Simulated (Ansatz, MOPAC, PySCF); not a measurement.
Species: furan, C4H4O, net charge 0, singlet state. SMILES: c1ccoc1
Geometry: optimised at B3LYP-D3(BJ)/def2-TZVP (Ansatz, an electronic-structure program).

Quantity: vertical ionisation energy to the doublet, in eV. Terms: non-relativistic; valence correlation only; dispersion terms only where a functional's name holds one; 6-31G* and kin with 6d, 5d where marked; each state is the SCF solution reached for its charge and spin; spin-orbit terms left out; UHF or UKS for open shells. Ab initio and DFT rows: single points at B3LYP-D3(BJ) geometries (Ansatz). Semi-empirical rows: differences of heats of formation at the shared geometry for vertical values. The Hartree-Fock reference of c1ccoc1 is unstable towards a lower, spin-broken solution.

```tsv
level	program	vertical ionisation energy to the doublet (eV)
AM1	MOPAC	9.16
PM3	MOPAC	9.28
PM6	MOPAC	9.29
PBE/6-31G*	Ansatz	8.71
B3LYP/6-31G*	Ansatz	8.70
M06-2X/6-31G* (5d)	PySCF	8.89
MP2/6-31G*	Ansatz	8.75
B3LYP/def2-TZVPD	Ansatz	8.92
PBE0/def2-TZVPD	Ansatz	8.87
wB97M-V/def2-TZVPD	Ansatz	8.92
```

No value to compare with is used here. The 7 habitual levels span 8.70 (B3LYP/6-31G*) to 9.29 eV (PM6); wB97M-V/def2-TZVPD gives 8.92.

The levels are drawn from those run, B3LYP/6-31G* more often than the rest, none by its result; runs whose electronic state is in doubt are left out.
